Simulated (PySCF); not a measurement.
Molecule: Pyridazine (N1=CC=CC=N1, C4H4N2).

Atoms are numbered as in `[cH:1]1[cH:2][cH:3][n:4][n:5][cH:6]1` (H(Xn): hydrogen on atom n).

Geometry PBE0-D3(BJ)/def2-SVP throughout; GIAO in PySCF 2.14, gas phase, one conformer, non-relativistic; equivalent atoms averaged; basis pcSseg-2.

For orientation, B97-D gives these shifts δ (against TMS, NH3 at the same level): C3/C6 153.9, C1/C2 125.8, N4/N5 458.0, H(C3)/H(C6) 9.29, H(C1)/H(C2) 7.05 ppm.

A run gave: C3/C6 162.4, C1/C2 135.6, N4/N5 496.1, H(C3)/H(C6) 9.51, H(C1)/H(C2) 7.57 ppm (shifts δ (against TMS, NH3 at the same level)).

Q: Which functional was used in that run?
A. OPBE
B. BLYP
C. HF
D. CAM-B3LYP
E. B97-2

A: C. N4/N5 tells them apart best: HF gives 496.1, BLYP gives 479.5, OPBE gives 452.7, CAM-B3LYP gives 487.8, B97-2 gives 467.4 ppm.
